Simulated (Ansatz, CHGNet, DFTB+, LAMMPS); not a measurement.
## Voigt–Reuss–Hill bulk modulus of diamond-structure Si: levels of theory against measurement

Reference value: 99 GPa (measured, temperature not stated, no zero-point or thermal correction, from single-crystal Cij; as tabulated in Råsander and Moram (2015), arXiv:1505.02379).

```
level (code)              value (GPa)  cell (Å³/atom)  difference (%)
------------------------  -----------  --------------  --------------
EDIP Si.edip (LAMMPS)             100           20.02            +1.0
DFTB cp2k-nonscc (DFTB+)          126           19.81             +27
CHGNet-r²SCAN                    79.2           20.14           -20.0
r²SCAN0 (Ansatz)                  103           19.97            +4.0
r²SCANh (Ansatz)                 99.6           20.09            +0.6
```

The reference's temperature isn't stated, so close values are not ranked against it.

The reference isn't brought to a static lattice, while the calculations are for one, so the differences are not the levels' errors alone. A static lattice is as a rule stiffer than a warm one, by over a tenth in soft solids.  DFTB cp2k-nonscc: this tight-binding set is not self-consistent in the charges. Each level is taken at its own relaxed cell. Ansatz's density-functional and Hartree–Fock values are scalar-relativistic unless marked +SOC, with PAW data made under PBE.

Empirical potentials (EDIP Si.edip) are fitted to chosen data: where that held the value shown, agreement is built in, and what lay outside the fit can be far off. Machine-learned potentials (CHGNet-r²SCAN) are trained on DFT data: a solid inside that data is no test of them.

Differences are worked out from the printed values.

Ansatz is a first-principles code.
